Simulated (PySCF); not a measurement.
Isomers of C6H12.

All values: PBE0/def2-SVPD (PySCF) at GFN2-xTB geometries, gas phase, one conformer each. Core orbitals are frozen in the response; Δα² is half the sum of the squared differences of the principal polarisabilities. Dipoles and anisotropies that the point group forbids are given as zero.

Question: Rank by dipole moment, highest first.
A. `C=CC(C)(C)C` (3,3-dimethyl-1-butene)
B. `[CH2:1]=[C:2]([CH2:3][CH3:4])[CH2:5][CH3:6]` with C1–C2–C3–C4 112°, C1–C2–C5–C6 112° (2-ethyl-1-butene)
C. `[CH2:1]1[CH2:2][CH2:3][CH2:4][CH2:5][CH2:6]1` with C6–C1–C2–C3 -58°, C1–C2–C3–C4 58°, C2–C3–C4–C5 -57°, C3–C4–C5–C6 57° (cyclohexane)

Answer: B (0.54 D), A (0.37 D), C (0.00 D).

All values together:

```tsv
SMILES	μ (D)	HOMO (eV)	LUMO (eV)	α (Å³)	Δα (Å³)
C=C(CC)CC	0.54	-7.07	0.50	10.99	2.70
C1CCCCC1	0.00	-8.28	0.84	10.23	1.41
C=CC(C)(C)C	0.37	-7.43	0.47	10.96	2.56
CC(C)=C(C)C	0.02	-6.26	0.68	11.12	4.39
```

Conformers: `[CH2:1]=[C:2]([CH2:3][CH3:4])[CH2:5][CH3:6]` with C1–C2–C3–C4 112°, C1–C2–C5–C6 112°; `[CH2:1]1[CH2:2][CH2:3][CH2:4][CH2:5][CH2:6]1` with C6–C1–C2–C3 -58°, C1–C2–C3–C4 58°, C2–C3–C4–C5 -57°, C3–C4–C5–C6 57°.
